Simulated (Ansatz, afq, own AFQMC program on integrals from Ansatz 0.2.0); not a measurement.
**BSiH2, doublet in cc-pVDZ, levels against CCSDT(Q)**

```xyz
4

Si   -0.0761    0.0000    0.4424
B     0.0792    0.0000   -1.2994
H     0.6352   -1.0801    0.8052
H     0.6352    1.0801    0.8052
```

Connectivity, by distances: SiH2–B.

Basis cc-pVDZ. Only valence electrons are correlated. Ansatz 0.2.0 and our own AFQMC program on the same integrals; the CISD trial comes from CCSD amplitudes, and released means the phaseless constraint is let go. Error bars are statistical, one sigma.

Determinant: ROHF, the one that the program's search chose, which needn't be the lowest solution. The geometry is a point of a scan.

No full CI on the walks' own integrals is used here; CCSDT(Q) serves as the reference and is uncertain by about the last step of the cluster series.

Cautions: higher spins were not checked; a spin-contaminated unrestricted determinant lies lower (UHF 407 meV lower, ⟨S²⟩ 1.32).

```
T1 diagnostic                               : 0.0358
weight of the determinant in the CISD state : 0.845
size of the correlated space                : 9 electrons in 36 orbitals
```

Reference: CCSDT(Q), correlation energy -5.558 eV. The released energy is read at 2.40 1/Eh (meV from the phaseless value at times in 1/Eh: -10 ± 14 at 0.24, -17 ± 12 at 0.51, -13 ± 13 at 0.99, -36 ± 13 at 1.62, -32 ± 17 at 2.40).

| level | E − E(reference) (kJ/mol) | share of correlation (%) |
| --- | --- | --- |
| HF | 536.3 | 0.00 |
| MP2 | 125.4 | 76.62 |
| CCSD | 28.2 | 94.75 |
| CCSD(T) | 5.7 | 98.94 |
| CCSDT | 1.4 | 99.74 |
| ph-AFQMC/CISD | 4.4 ± 1.3 | 99.19 |
| released AFQMC | 1.3 ± 1.6 | 99.76 |

A walk keeps the symmetry of its determinant, which the program's search chose and which needn't be the lowest solution, so a lower state of the same spin and another symmetry isn't excluded. Released energies are given only where the last usable release times agree within the noise; a slower fall can still hide under it.
